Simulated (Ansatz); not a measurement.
This geometry of BH4N + ClH (8 atoms, charge 0, multiplicity 1) is a first-order saddle point.

All numbers below come from Ansatz, RKS PBE0/def2-mTZVP.

```xyz
8
Properties=species:S:1:pos:R:3
B 0.008 -0.059 0.267
N -0.012 0.071 1.743
H -0.810 -0.283 2.256
H 0.851 -0.058 2.255
H 1.065 -0.054 -0.270
H -1.014 -0.326 -0.273
Cl -0.328 2.524 0.506
H -0.180 1.347 1.511
```

(1) Which two structures does it join? (They come from a converged band through this point; their orientation in space is the band's.)

(2) How far does it lie above each of them?

## Answers

(1) Bonds broken: Cl7–H8. Bonds formed: B1–Cl7, N2–H8. BH4N + ClH becomes BClH5N.

First end point:

```xyz
8
Properties=species:S:1:pos:R:3
B 0.061 -0.479 0.190
N 0.015 -0.118 1.539
H -0.822 -0.202 2.098
H 0.847 0.020 2.095
H 1.115 -0.475 -0.367
H -0.959 -0.750 -0.364
Cl -0.423 3.228 1.481
H -0.255 1.938 1.326
```

Last end point:

```xyz
8
Properties=species:S:1:pos:R:3
B 0.009 0.425 0.189
N -0.141 0.179 1.785
H -0.318 -0.801 2.000
H 0.705 0.468 2.272
H 0.969 -0.206 -0.164
H -1.036 0.099 -0.305
Cl 0.299 2.265 0.059
H -0.908 0.734 2.159
```

(2) 0.59 eV above the first and 1.46 eV above the second. This is the barrier of this one path; another mechanism may lie lower. The orbitals stay closed-shell, which can raise the energy where a bond breaks towards radicals; this wasn't checked here.

Run time: 4 min on 1 thread of Arm Neoverse V1, with other jobs on the host, peak memory 0.15 GiB.
